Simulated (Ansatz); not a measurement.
The same path of H6Si2 (8 atoms, charge 0, multiplicity 1) was run twice with different band settings.

Level of theory: RKS PBE0/def2-SVP (Ansatz).

Relaxed end points:

```xyz
8
Properties=species:S:1:pos:R:3
Si 0.224 -0.014 0.155
H -0.118 -0.241 1.593
H 1.695 0.231 0.044
Si -0.968 1.826 -0.681
H -2.439 1.566 -0.605
H -0.655 3.051 0.118
H -0.598 2.076 -2.108
H -0.117 -1.246 -0.620
```

```xyz
8
Properties=species:S:1:pos:R:3
Si -0.545 -0.278 0.584
H 1.072 0.032 0.970
H 1.049 0.362 0.161
Si -0.976 1.732 -0.624
H -2.432 1.677 -0.970
H -0.758 2.916 0.267
H -0.224 1.967 -1.899
H -0.164 -1.159 -0.593
```

Common settings: movable images 9; climbing image yes; optimiser quadratic models (default); start path through a guess of the saddle point; force threshold 0.05 eV/Å; iteration limit 60; end points relaxed.

| run | spring |
| --- | --- |
| 1 | 5.0 eV/Å² |
| 2 | 0.1 eV/Å² |

(1) What does each run give, and how far can it be trusted?

Results:

(1) Run 1: converged after 15 iterations, highest image 2.238 eV above the first end. A vibrational analysis at the climbing image gives one clearly imaginary mode, 853i cm⁻¹: a first-order saddle point.
Run 2: converged after 20 iterations, highest image 2.237 eV above the first end. The profile has 2 maxima (images 3, 9) with wells between them (image 5): this band takes more than one step, which may be the mechanism or a detour left from its start path. Neighbouring images differ by up to 1.4 eV, so the band resolves the path poorly. Another band between the same ends (9 images) ends at a top of the same energy, where a vibrational analysis finds 1 clearly imaginary mode.
